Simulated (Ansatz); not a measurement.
# α-N2

Calculation: PBE in Ansatz (PAW).

Numerical settings: plane-wave cutoff 500 eV, 4×4×4 k mesh, gaussian smearing 0.02 eV, scalar-relativistic PAW data made under PBE.

Cell (relaxed at this level):

Space group Pa-3 (No. 205); a = b = c = 6.1877 Å, α = β = γ = 90.00°

```json
[
 {"atom": "N", "site": "8c", "symmetry": ".3.", "x": "0.0514", "y": "0.0514", "z": "0.0514"}
]
```

| Quantity | Result |
|---|---|
| volume per atom | 29.61 Å³/atom |
| lattice parameter a | 6.188 Å |

Measured, for comparison: equilibrium volume per atom 22.47 Å³/atom (4 K, zero-point motion not removed; as tabulated in Wyckoff, Crystal Structures 1 (1963), as in the American Mineralogist Crystal …); lattice constant a 5.644 Å (4 K, zero-point motion not removed, our sources range from 5.644 to 5.667; as tabulated in Wyckoff, Crystal Structures 1 (1963), as in the American Mineralogist Crystal …). Computed (rounded) less measured: equilibrium volume per atom +31.8 %, lattice constant a +9.6 % (+9.2 % to +9.6 % over the range).

Note: the cell comes from a level without a dispersion term, which matters for the spacing of layers, chains or molecules.

Static lattice: no zero-point or thermal effects.

Ansatz is an electronic-structure program.
